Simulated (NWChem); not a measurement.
# CH3O (hydroxymethyl radical): levels of theory compared

We compute a comparison of 6 runs (UHF/STO-3G, UHF/3-21G, UHF/def2-SVP, UHF/def2-TZVPP, UM06-2X/6-311+G**, UBP86/def2-TZVP) of CH3O (hydroxymethyl radical). 

Program for the calculation: NWChem 7.3.0.

## 1. The system as given

CH3O has 5 atoms, charge 0, and is taken as a doublet. As SMILES, `[CH2]O`. Geometry: relaxed at PBE0-D4/def2-TZVP. This is one conformer, not always the lowest.

Bond lengths: C1–O2 1.357 Å, C1–H3 1.080 Å, C1–H4 1.084 Å, O2–H5 0.960 Å. Angles: C1–O2–H5 109.6°, O2–C1–H3 113.9°, O2–C1–H4 119.2°, H3–C1–H4 121.2°.

## 2. Energy and gradient at UHF/STO-3G (run 1)

Input file ch3o.nw:

```
start ch3o
memory stack 880 mb heap 220 mb global 1100 mb
charge 0

geometry units angstrom noautosym nocenter noautoz
 C       -0.327200      -0.313600       0.020200
 O        0.269400       0.900700       0.120200
 H       -1.375200      -0.266500      -0.236200
 H        0.274300      -1.179600      -0.230000
 H        1.208500       0.785300       0.284400
end

basis spherical bse
 * library STO-3G
end

scf
 doublet
 uhf
 thresh 1e-08
 maxiter 80
end

task scf gradient
```

On the command line:

```
$ nwchem ch3o.nw > ch3o.out
```

Output:

```text
[...]
  functions       =    13
[...]
  wavefunction    = UHF
[...]
         Total SCF energy =   -112.912562563243
      One electron energy =   -225.401606639133
      Two electron energy =     77.044592982614
 Nuclear repulsion energy =     35.444451093276
                       Sz =      0.5000
                 Sz(Sz+1) =      0.7500
                      S^2 =      0.7596
[...]
                         UHF ENERGY GRADIENTS
    atom               coordinates                        gradient
                 x          y          z           x          y          z
   1 C      -0.618318  -0.592618   0.038172    0.004207   0.027802  -0.007715
   2 O       0.509092   1.702076   0.227145    0.023386  -0.046434   0.006002
   3 H      -2.598751  -0.503612  -0.446353    0.002836   0.002942   0.003912
   4 H       0.518352  -2.229121  -0.434637    0.002590   0.003540   0.004137
   5 H       2.283734   1.484002   0.537438   -0.033019   0.012150  -0.006336
[...]
```

Run time: 0.88 s. Hardware: 1 thread of Intel Xeon Platinum 8488C (Sapphire Rapids), shared host; peak memory 0.099 GiB.

## 3. Energy and forces at UHF/3-21G (run 2)

Input file calc.nw:

```
start calc
title "CH3O gradient"
memory 2200 mb

geometry units angstrom noautosym nocenter noautoz
 C       -0.327200      -0.313600       0.020200
 O        0.269400       0.900700       0.120200
 H       -1.375200      -0.266500      -0.236200
 H        0.274300      -1.179600      -0.230000
 H        1.208500       0.785300       0.284400
end

basis spherical bse
 * library 3-21G
end

scf
 nopen 1
 uhf
 thresh 1e-08
 maxiter 80
end

task scf gradient
```

On the command line:

```
$ nwchem calc.nw > calc.out
```

Output:

```text
[...]
  functions       =    24
[...]
  wavefunction    = UHF
[...]
         Total SCF energy =   -113.771985370401
      One electron energy =   -225.515123825897
      Two electron energy =     76.298687362220
 Nuclear repulsion energy =     35.444451093276
                       Sz =      0.5000
                 Sz(Sz+1) =      0.7500
                      S^2 =      0.7600
[...]
                         UHF ENERGY GRADIENTS
    atom               coordinates                        gradient
                 x          y          z           x          y          z
   1 C      -0.618318  -0.592618   0.038172    0.021806   0.029908   0.003776
   2 O       0.509092   1.702076   0.227145   -0.013922  -0.020173  -0.000955
   3 H      -2.598751  -0.503612  -0.446353   -0.008199   0.002274  -0.001079
   4 H       0.518352  -2.229121  -0.434637    0.005982  -0.004453   0.000182
   5 H       2.283734   1.484002   0.537438   -0.005668  -0.007556  -0.001924
[...]
```

It took 0.86 s on 1 thread of Intel Xeon Platinum 8488C (Sapphire Rapids), shared host; peak memory 0.099 GiB.

Runs 3 to 5 aren't shown in full; the table further down has their settings and results.

## 4. Energy and forces at UBP86/def2-TZVP (run 6)

Input file run.py:

```python
from ase import Atoms
from ase.calculators.nwchem import NWChem

atoms = Atoms(['C', 'O', 'H', 'H', 'H'], positions=[
    [-0.327200, -0.313600, 0.020200],
    [0.269400, 0.900700, 0.120200],
    [-1.375200, -0.266500, -0.236200],
    [0.274300, -1.179600, -0.230000],
    [1.208500, 0.785300, 0.284400],
])

calc = NWChem(
    label='run',
    theory='dft',
    memory='2200 mb',
    basis='def2-TZVP',
    basispar='spherical bse',
    dft={'xc': 'becke88 perdew86', 'mult': '2', 'grid': 'xfine', 'convergence': 'energy 1e-08', 'iterations': '100', 'mulliken': None},
)
atoms.calc = calc

forces = atoms.get_forces()
e = atoms.get_potential_energy()
print(f"E = {e:.6f} eV")
print("forces (eV/A):")
for s, f in zip(atoms.symbols, forces):
    print(f"{s:2s} {f[0]:10.5f} {f[1]:10.5f} {f[2]:10.5f}")
```

On the command line:

```
$ export ASE_NWCHEM_COMMAND="nwchem PREFIX.nwi > PREFIX.nwo"
$ python run.py
```

Output:

```text
E = -3132.318203 eV
forces (eV/A):
C    -0.16316   -0.38623    0.04047
O    -0.31871    0.67553   -0.03810
H    -0.26652    0.01502   -0.05451
H     0.14254   -0.23855   -0.04962
H     0.60585   -0.06582    0.10182
```

The calculator wrote run.nwi:

```
title "run"

permanent_dir run

scratch_dir run

start run

geometry units angstrom nocenter noautosym noautoz
  C  -3.2719999999999999e-01 -3.1359999999999999e-01 2.0199999999999999e-02
  O  2.6939999999999997e-01 9.0069999999999995e-01 1.2020000000000000e-01
  H  -1.3752000000000000e+00 -2.6650000000000001e-01 -2.3619999999999999e-01
  H  2.7429999999999999e-01 -1.1796000000000000e+00 -2.3000000000000001e-01
  H  1.2084999999999999e+00 7.8530000000000000e-01 2.8439999999999999e-01
end

memory 2200 mb

basis spherical bse noprint
   * library def2-TZVP
end

dft
  xc becke88 perdew86
  mult 2
  grid xfine
  convergence energy 1e-08
  iterations 100
  mulliken
end

task dft gradient
```

run.nwo, shortened:

```text
[...]
      One electron energy =     -226.422117881055
[... 2 lines left out ...]
 Nuclear repulsion energy =       35.444451093276
[... 1260 lines left out ...]
          Convergence on energy requested:  1.00D-08
[... 21 lines left out ...]
          Spatial weights used:  Erf1
[...]
  wavefunction    = open shell
                         DFT ENERGY GRADIENTS
    atom               coordinates                        gradient
                 x          y          z           x          y          z
   1 C      -0.618318  -0.592618   0.038172    0.003173   0.007511  -0.000787
   2 O       0.509092   1.702076   0.227145    0.006198  -0.013137   0.000741
   3 H      -2.598751  -0.503612  -0.446353    0.005183  -0.000292   0.001060
   4 H       0.518352  -2.229121  -0.434637   -0.002772   0.004639   0.000965
   5 H       2.283734   1.484002   0.537438   -0.011782   0.001280  -0.001980
[...]
```

It took 37 s on 1 thread of Intel Xeon Platinum 8488C (Sapphire Rapids), shared host; peak memory 0.13 GiB.

## 5. Overview of the runs

```tsv
run	level	iteration cap	module	energy (Eh)	dipole moment (D)	HOMO energy (eV)	LUMO energy (eV)	wall time
1	UHF/STO-3G	80	scf	-112.912563	1.41	-7.24	9.36	0.88 s
2	UHF/3-21G	80	scf	-113.771985	1.93	-8.92	5.23	0.86 s
3	UHF/def2-SVP	80	scf	-114.327951	1.70	-9.08	4.72	2.4 s
4	UHF/def2-TZVPP	80	scf	-114.468393	1.60	-9.13	3.71	28 s
5	UM06-2X/6-311+G**	100	dft	-115.042860	1.66	-6.46	-0.13	36 s
6	UBP86/def2-TZVP	100	dft	-115.110572	1.51	-3.78	-1.87	37 s
```

## 6. Results

| quantity | value |
| --- | --- |
| run 6: total energy | -115.11057 Eh |
| run 6: dipole moment | 1.51 D |
| run 6: HOMO energy (highest over α and β) | -3.78 eV |
| run 6: LUMO energy (lowest over α and β) | -1.87 eV |
| run 6: ⟨S²⟩ | 0.753 |
| run 6: largest force on an atom | 0.748 eV/Å |

In words: The dipole moment (its size) runs from 1.41 D (UHF/STO-3G) to 1.93 D (UHF/3-21G). Totals of different functionals can't be ranked against each other. In run 1 the basis is minimal, so the values are rough. All runs together took 1.7 min, the longest 37 s.
